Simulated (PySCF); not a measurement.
# How well do the runs reproduce experiment for 2-methyl-1-propanol?

**Experimental background.**

From Abu-samha, Wang, Carroll, Saethre, Boerve, Phys. Chem. Chem. Phys. 2026 (oxygen 1s photoelectron spectroscopy of gaseous alcohols), for the gas: O 1s binding energy of O5 538.56 eV; C 1s binding energy of C4 291.941 eV.

How close the calculation comes is told at the end.

Compound: 2-methyl-1-propanol, C4H10O.
Atom-mapped SMILES: `[CH3:1][CH:2]([CH3:3])[CH2:4][OH:5]` (hydrogens: H6, H7, H8 on C1; H9 on C2; H10, H11, H12 on C3; H13, H14 on C4; H15 on O5)

Cartesian coordinates in Å at the GFN2-xTB level; atoms count from 1:
```xyz
15
C4H10O angstrom
C      1.2668   -0.7369    0.1646
C      0.0016    0.0952    0.3555
C      0.2882    1.5818    0.1675
C     -1.0851   -0.3647   -0.6255
O     -1.4731   -1.7041   -0.4340
H      1.9973   -0.5115    0.9381
H      1.7122   -0.5259   -0.8051
H      1.0271   -1.7967    0.2070
H     -0.3722   -0.0643    1.3761
H      1.0579    1.9093    0.8623
H     -0.6079    2.1739    0.3418
H      0.6349    1.7744   -0.8454
H     -0.7077   -0.3163   -1.6496
H     -1.9587    0.3001   -0.5473
H     -1.7858   -1.8062    0.4720
```

The PySCF runs (gas phase, on this GFN2-xTB geometry; non-relativistic but for the core-level run):

```tsv
level	job	basis functions	wall time
delta-SCF UKS SCAN, pcX-2 on the ionised atom, pcseg-1 elsewhere, spin-free X2C	ΔSCF core ionisation, 4 holes	151	51 s
```

Hardware: an Arm Neoverse V1 with one thread, no GPU (shared host).

Results beside the measurements:

**Core binding energies.** PySCF 2.14.0, delta-SCF UKS SCAN, pcX-2 on the ionised atom, pcseg-1 elsewhere, spin-free X2C.

| level and atom | computed (eV) | measured (eV) | computed − measured (eV) |
| --- | --- | --- | --- |
| O 1s, O5 | 538.59 | 538.56 | +0.03 |
| C 1s, C4 | 291.91 | 291.941 | -0.03 |

Sources, in the order of the opening: Abu-samha, Wang, Carroll, Saethre, Boerve, Phys. Chem. Chem. Phys. 2026 (oxygen 1s photoelectron spectroscopy of gaseous alcohols). Against the first value of each row the mean signed difference is 0.00 eV and the largest in size +0.03 eV. The computed values are vertical, without vibrational structure; measured positions hang on the energy calibration. 

The geometry is computed, not the measured one. Where a level misses, the cause wasn't examined.
